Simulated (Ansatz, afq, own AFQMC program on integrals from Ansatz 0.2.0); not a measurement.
AFQMC on a folder of integrals that Ansatz 0.2.0 wrote.

```yaml
crystal:
  periodic: [false, false, false]
  atoms:
    - {symbol: Sb, position_ang: [0.000000, 0.000000, 0.000000]}
    - {symbol: H, position_ang: [0.000000, 0.000000, 2.108000]}
basis:
  gaussian: {orbitals: def2-TZVP}
total_charge: 1
magnetization: {spin_polarized: true, initial_magnetization: 3}
correlation: {method: ccsd_t, electrons: outside_noble_gas, hamiltonian_folder: ham}
```

```sh
$ ansatz run in.yaml --threads 1 --pin off --events-out ev --progress --plain --max-ram 1382MiB
```

Options of the walk:

```
--method phaseless --trial cisd --walkers 60 --populations 1 --least-time 40 --time-step 0.005 --steps-per-block 50 --equilibration-blocks 28 --max-blocks 300 --target-error 0.00027 --factor-cut 1e-05 --start spin_pure --seed 1377 --release-times 0.24,0.51,0.99,1.62,2.4 --release-step 0.03 --release-every 4 --taylor-order 6
```

Times are imaginary, in 1/Eh. The walk had a cap of 1498 s. Filled inner d shells are frozen with the cores. Core potentials past Kr, no spin–orbit coupling.

afq prints:

```
orbitals 47  electrons 4 1  factors 377 of 515
reference energy -239.47690125 Eh
CCSD correlation -0.06786383 Eh in 12 cycles, weight of the determinant in the CISD state 0.9389
energy of the start -239.544677 Eh
 block  time / (1/Eh)  mean weight  energy / Eh
     1     0.250  1.0005  -239.544738
     2     0.500  0.9987  -239.545039
     3     0.750  1.0000  -239.545309
     4     1.000  0.9996  -239.545757
     5     1.250  1.0008  -239.546328
    10     2.500  0.9996  -239.547591
    29     7.250  1.0006  -239.546707
    49    12.250  0.9998  -239.547040
    69    17.250  0.9998  -239.546660
    89    22.250  1.0003  -239.546032
   109    27.250  0.9998  -239.547439
   129    32.250  0.9999  -239.545548
   149    37.250  0.9996  -239.547326
   169    42.250  1.0024  -239.544428
   185    46.250  1.0030  -239.549400
blocks merged  error / Eh  count
     1  0.000068  160
     2  0.000086  80
     4  0.000113  40
     8  0.000141  20
    16  0.000155  10
released: time / (1/Eh)  energy / Eh  error  mean overlap
  0.24  -239.547088  0.000150  1.0023
  0.51  -239.547084  0.000115  1.0028
  0.99  -239.547129  0.000097  1.0126
  1.62  -239.547290  0.000102  1.0029
  2.40  -239.547363  0.000096  0.9945
energy -239.547006 +/- 0.000141 Eh
(rows thinned)
```

The run passed its tests (sampling time, drift between the halves within three errors, error under three times the target), which doesn't prove that it has relaxed. The second half of the sampling lies below the first by 2.2 errors of their difference, so the energy may still be moving and its error bar be too small.

Against this walk (error 3.8 meV) on the same determinant: CCSD(T) 7.4 meV higher (within the noise), CCSDT(Q) 8.9 meV lower, full CI for this spin (own frozen core, lowest symmetry allowed) 19.1 meV higher. The error is statistical and leaves out the bias of the constraint. The released energies are still falling (meV from the phaseless value at times in 1/Eh: -2 ± 4 at 0.24, -2 ± 3 at 0.51, -3 ± 3 at 0.99, -8 ± 3 at 1.62, -10 ± 3 at 2.40), so they give no level.

Cautions: constraint bias not in the error; no spin-orbit coupling; inner d shell frozen; lower spins were not checked.

The walk took 4.4 min on 1 thread of Arm Neoverse V1 (shared host). The log's last line is the phaseless energy.

CCSDT and higher add their correlation energy to the determinant of the CCSD(T) run, since their own runs factorise the integrals more tightly (a shift of under 2 meV). A walk keeps the symmetry of its determinant, which the program's search chose and which needn't be the lowest solution, so a lower state of the same spin and another symmetry isn't excluded.
